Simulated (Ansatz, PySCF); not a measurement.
This Ansatz (an electronic-structure program) input computes a CCSD(T)/cc-pVDZ energy:

Ansatz 0.2 input:
```yaml
crystal:
  periodic: [false, false, false]
  atoms:
    - {symbol: C, position_ang: [1.21013508, -0.36745904, -0.00201603]}
    - {symbol: C, position_ang: [0.00594134, 0.57336340, -0.00022751]}
    - {symbol: N, position_ang: [-1.30565618, -0.07401790, 0.00235316]}
    - {symbol: H, position_ang: [2.15083117, 0.18965263, -0.00390203]}
    - {symbol: H, position_ang: [1.20276946, -1.01094548, 0.88157958]}
    - {symbol: H, position_ang: [1.19962331, -1.01161389, -0.88509263]}
    - {symbol: H, position_ang: [0.05020044, 1.22835584, -0.87435923]}
    - {symbol: H, position_ang: [0.05331264, 1.22901704, 0.87324517]}
    - {symbol: H, position_ang: [-1.40535207, -0.67057564, 0.81648160]}
    - {symbol: H, position_ang: [-1.40825028, -0.67119137, -0.81096339]}
basis:
  gaussian:
    orbitals: cc-pVDZ
magnetization: {spin_polarized: false}
correlation: {method: ccsd_t, electrons: outside_noble_gas}
```

### Question
Write an input for the same energy in PySCF and say what it gives.

### Answer

```python
from pyscf import gto, scf, mp, cc as ccmod

mol = gto.M(
    atom='''
    C     1.21013508   -0.36745904   -0.00201603
    C     0.00594134    0.57336340   -0.00022751
    N    -1.30565618   -0.07401790    0.00235316
    H     2.15083117    0.18965263   -0.00390203
    H     1.20276946   -1.01094548    0.88157958
    H     1.19962331   -1.01161389   -0.88509263
    H     0.05020044    1.22835584   -0.87435923
    H     0.05331264    1.22901704    0.87324517
    H    -1.40535207   -0.67057564    0.81648160
    H    -1.40825028   -0.67119137   -0.81096339
    ''',
    basis='cc-pvdz',
    charge=0,
    spin=0,
    verbose=4,
)

mf = scf.RHF(mol)
mf.conv_tol = 1e-10
mf.max_cycle = 100
mf.kernel()
mp2 = mp.MP2(mf, frozen=3).run()
cc = ccmod.CCSD(mf, frozen=3)
cc.max_cycle = 100
cc.kernel()
et = cc.ccsd_t()
print(f'E(CCSD(T)) = {cc.e_tot + et:.9f}')
```
It gives -134.78754 Eh, and Ansatz -134.78754 Eh, a difference of 0.00 mEh.
